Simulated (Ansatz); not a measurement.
GeOs2: from a trial structure to a relaxed crystal

These are results of Ansatz 0.2.0, DFT PBE, scalar-relativistic, plane waves, PAW, not measurements. Cutoff 420 eV, Γ-centred k mesh, Gaussian smearing, no spin polarisation in the final step.

The start puts GeOs2 on the AlB2 structure type (P6/mmm, No. 191), with Ge in place of Al, Os in place of B, at a guessed volume.

```
CELL_PARAMETERS angstrom
3.54339 0.00000 0.00000
-1.77169 3.06866 0.00000
0.00000 0.00000 3.82592
ATOMIC_POSITIONS crystal
Ge 0.00000 0.00000 0.00000
Os 0.33333 0.66667 0.50000
Os 0.66667 0.33333 0.50000
```

Steps on the 6×6×4 mesh (3 atoms). 12 of 16 steps are shown, and the free energy counts from the last. Trial steps that were taken back and renewals of the plane-wave basis can be among the rows.

```tsv
step	ΔF (meV/atom)	V (Å³/atom)	P (GPa)
1	2819.5	13.87	147.70
2	1442.7	15.32	76.92
4	398.4	17.54	4.68
5	317.4	17.19	-0.64
6	217.5	16.61	-2.58
8	74.4	15.23	1.61
9	73.1	15.32	-2.55
11	72.0	15.19	-0.01
12	14.4	15.19	5.76
13	1.5	15.29	2.11
15	0.1	15.40	-0.16
16	0.0	15.40	-0.18
```

Steps on the 6×6×6 mesh (3 atoms). 4 of 4 steps are shown, and the free energy counts from the last.

| step | ΔF (meV/atom) | V (Å³/atom) | P (GPa) |
| --- | --- | --- | --- |
| 1 | 3.2 | 15.40 | 1.31 |
| 2 | 0.9 | 15.72 | -1.94 |
| 3 | 0.1 | 15.59 | -0.26 |
| 4 | 0.0 | 15.59 | -0.26 |

A final relaxation ran on a 12×12×16 mesh. The relaxed crystal, P6/mmm (No. 191):

```cif
data_structure
_symmetry_space_group_name_H-M 'P6/mmm'
_symmetry_Int_Tables_number 191
_cell_length_a 4.3396
_cell_length_b 4.3396
_cell_length_c 2.8559
_cell_angle_alpha 90.000
_cell_angle_beta 90.000
_cell_angle_gamma 120.000
_cell_volume 46.58
loop_
_atom_site_label
_atom_site_type_symbol
_atom_site_symmetry_multiplicity
_atom_site_Wyckoff_symbol
_atom_site_fract_x
_atom_site_fract_y
_atom_site_fract_z
_atom_site_occupancy
Ge1 Ge 1 a 0.00000 0.00000 0.00000 1
Os1 Os 2 d 0.33333 0.66667 0.50000 1
```

```
Volume per atom          : 15.53 Å³
Density                  : 16.15 g/cm³
Energy over the elements : 0.81 eV/atom
Gap on the 12×12×16 mesh : 0 eV (a metal)
```

Energies over the elements count from the elements' standard structures at the same level, with no empirical corrections.

The final run used a 12×12×16 mesh on its 3-atom cell and 0.10 eV smearing. For metals, differences of a few meV/atom aren't resolved. Spin–orbit coupling is left out.

Symmetry constrained the relaxation, so the result can be a saddle point.

Cost: 4 runs of about 1.7 core-minutes in all, on Intel Xeon Platinum 8259CL (Skylake/Cascade Lake) (shared hosts).